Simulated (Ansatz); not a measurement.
**The nitrogen atom (quartet): from Hartree-Fock to the top rungs, def2-TZVP**

How much of the correlation energy of the nitrogen atom (quartet) does each wave-function method recover here?

Program: Ansatz 0.2.0, Gaussian basis. Level of theory: def2-TZVP, core rule «outside noble gas», up to 1 orbitals frozen. These are calculated values, not measurements.

Plan: UHF; CCSD(T) on ROHF; CCSD(T) on UHF; BCCD(T) on ROHF; CISD; CCSDT(Q) on ROHF; CCSDT(Q) on UHF; CISDTQ; CASSCF and MRCISD+Q, 5 electrons in 4 orbitals; CASSCF and MRCISD+Q(relaxed), 5 electrons in 4 orbitals; CASSCF and NEVPT4(SD), 5 electrons in 4 orbitals; CASSCF and NEVPT2, 5 electrons in 4 orbitals.

## Step 1: The atom

A free atom, in its lowest state of this spin that the program finds.

1 atom, charge 0, spin multiplicity 4.

## Step 2: UHF

The input, in.yaml:

```yaml
crystal:
  periodic: [false, false, false]
  atoms:
    - {symbol: N, position_ang: [0.000000, 0.000000, 0.000000]}
basis:
  gaussian: {orbitals: def2-TZVP}
magnetization: {spin_polarized: true, initial_magnetization: 3}
hamiltonian: {xc: hf}
output: {orbitals: {seedname: orbitals}}
```

Launch:

```console
ansatz run in.yaml --threads 1 --pin off --events-out ev --progress --plain --max-ram 2393MiB
```

Further steps of the session: CCSD(T) on ROHF; CCSD(T) on UHF; BCCD(T) on ROHF; CISD; CCSDT(Q) on ROHF; CCSDT(Q) on UHF; CISDTQ; CASSCF and MRCISD+Q, 5 electrons in 4 orbitals; CASSCF and MRCISD+Q(relaxed), 5 electrons in 4 orbitals; CASSCF and NEVPT4(SD), 5 electrons in 4 orbitals; CASSCF and NEVPT2, 5 electrons in 4 orbitals.

Q: Predict the results of all the runs planned. Wanted: UCCSDT(Q) below the RHF energy; RMP2 from UCCSDT(Q); UMP2 from UCCSDT(Q); RCCSD from UCCSDT(Q); RCCSD(T) from UCCSDT(Q); UCCSD(T) from UCCSDT(Q); RCCSDT(Q) from UCCSDT(Q); NEVPT2 valence from UCCSDT(Q); NEVPT4(SD) valence from UCCSDT(Q).

The runs gave:

| quantity | value |
| --- | --- |
| UCCSDT(Q) below the RHF energy | -3.1876 eV |
| RMP2 from UCCSDT(Q) | +522.3 meV |
| UMP2 from UCCSDT(Q) | +509.0 meV |
| RCCSD from UCCSDT(Q) | +76.3 meV |
| RCCSD(T) from UCCSDT(Q) | +13.6 meV |
| UCCSD(T) from UCCSDT(Q) | +10.3 meV |
| RCCSDT(Q) from UCCSDT(Q) | +3.1 meV |
| NEVPT2 valence from UCCSDT(Q) | +578.2 meV |
| NEVPT4(SD) valence from UCCSDT(Q) | +31.7 meV |
| MRCISD+Q valence from UCCSDT(Q) | -5.2 meV |
| levels within 1 kcal/mol (43 meV) | RCCSD(T), UCCSD(T), BCCD(T), RCCSDT, UCCSDT, CISDTQ, RCCSDT(Q), NEVPT4(SD) valence, MRCISD+Q valence, MRCISD+Q(relaxed) valence |
| T1 diagnostic | 0.015 |
| effectively unpaired electrons | 3.00 |

RCCSD(T) lands +13.6 meV from the yardstick (0.4 % of the correlation energy). One determinant dominates. Of the multireference levels listed MRCISD+Q valence comes nearest in total energy (-5.2 meV), which doesn't show that its space is the better one. These misses are within one basis, not against nature; the frozen cores of restricted and unrestricted runs differ, which can shift their rows.
